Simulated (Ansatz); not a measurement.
## doublet CO2(+): levels of theory in one basis

```xyz
3

C    -0.0038    0.0209    0.0212
O    -0.0026    0.0066    1.1420
O    -0.0040    0.0008   -1.2009
```

Basis set: cc-pVTZ (spherical functions). Correlated methods keep 3 orbitals frozen. Correlation on ROHF uses semicanonical orbitals with singles. Charge 1, multiplicity 2.

Computed with Ansatz (development build ahead of 0.2.0); each method stands on the lowest determinant of its kind that the runs found.

```
  method  E − E(ROHF) (eV)  <S²> of the determinant
    ROHF              0.00                     0.75
     UHF             -0.42                     0.91
ROHF-MP2            -14.99                        –
 UHF-MP2            -14.69                     0.91
```

Problem. Is a single determinant a sound starting point here?

Solution. Only with care. Unrestricted orbitals gain 0.42 eV and <S²> is 0.91 against 0.75 for a pure state, a contamination that matters most for the unrestricted series.

Caution for UHF, UHF-MP2: the unrestricted determinant is spin contaminated. Caution for ROHF-MP2, UHF-MP2: forces differ strongly between restricted and unrestricted references; MP2 on this radical cation hangs on the determinant chosen.
